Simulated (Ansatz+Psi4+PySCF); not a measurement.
Values are calculated unless marked as measured or tabulated.
Input for Ansatz (development build ahead of 0.2.0):

```yaml
crystal:
  periodic: [false, false, false]
  atoms:
    - { symbol: C, position_ang: [0.06044, 0.5857, 0.00527] }
    - { symbol: O, position_ang: [0.05964, -0.60283, 0.00751] }
    - { symbol: H, position_ang: [-0.8759, 1.22163, -0.00159] }
basis:
  gaussian: { orbitals: cc-pVTZ }
magnetization:
  initial_magnetization: 1
hamiltonian:
  xc: hf
correlation:
  method: mp2
  frozen_orbitals: { C: 1, H: 0, O: 1 }
scf:
  omitted_lower_state_checks: [stability, starts, atomic_configurations, cluster_reference, orbital_swaps, given_window_search, neighbouring_geometries, increment]
```

The input is written out in the form of the current development build from the run's settings. Correlation on restricted open-shell orbitals is semicanonical, with singles.

Results

```yaml
Converged: yes
Reference_energy: -113.28509 hartree
Correlation_energy: -0.37653 hartree
Total_energy: -113.66162 hartree
Spin_squared_of_the_determinant: 0.750
Occupied_orbitals_by_symmetry_in_an_Abelian_subgroup_alpha;_beta: 7 A' 1 A''; 6 A' 1 A''
```
